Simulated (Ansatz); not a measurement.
Relaxation of CH4FSi (7 atoms, charge 0, multiplicity 2), to a largest force component of 0.02 eV/Å in at most 40 steps.

Level of theory: UKS B3LYP/STO-3G (Ansatz).

```xyz
7
Properties=species:S:1:pos:R:3
C -0.834 0.240 -0.584
Si 0.563 -0.157 0.382
F 0.571 -1.749 0.493
H -1.447 -0.493 -0.970
H -1.093 1.316 -0.819
H 0.472 0.457 1.736
H 1.829 0.317 -0.283
```

**Question.** Where does it end, and by what steps?

**Answer.** The forces met the threshold. Limits of this set-up: minimal basis. After 4 steps the energy has fallen by 0.402 eV; F3 moved furthest, 0.15 Å.

```json
{"step": "0", "energy less start (eV)": "0.0000", "largest force component (eV/Å)": "4.503", "accepted": "yes"}
{"step": "1", "energy less start (eV)": "-0.3561", "largest force component (eV/Å)": "1.015", "accepted": "yes"}
{"step": "2", "energy less start (eV)": "-0.4004", "largest force component (eV/Å)": "0.199", "accepted": "yes"}
{"step": "3", "energy less start (eV)": "-0.4022", "largest force component (eV/Å)": "0.041", "accepted": "yes"}
{"step": "4", "energy less start (eV)": "-0.4023", "largest force component (eV/Å)": "0.004", "accepted": "yes"}
```

```xyz
7
Properties=species:S:1:pos:R:3
C -0.871 0.287 -0.616
Si 0.601 -0.175 0.402
F 0.681 -1.810 0.572
H -1.554 -0.452 -1.047
H -1.125 1.329 -0.836
H 0.513 0.447 1.713
H 1.817 0.306 -0.233
```

The run took 8.3 s on 1 thread of Arm Neoverse V1 (shared host), peak memory 0.13 GiB.
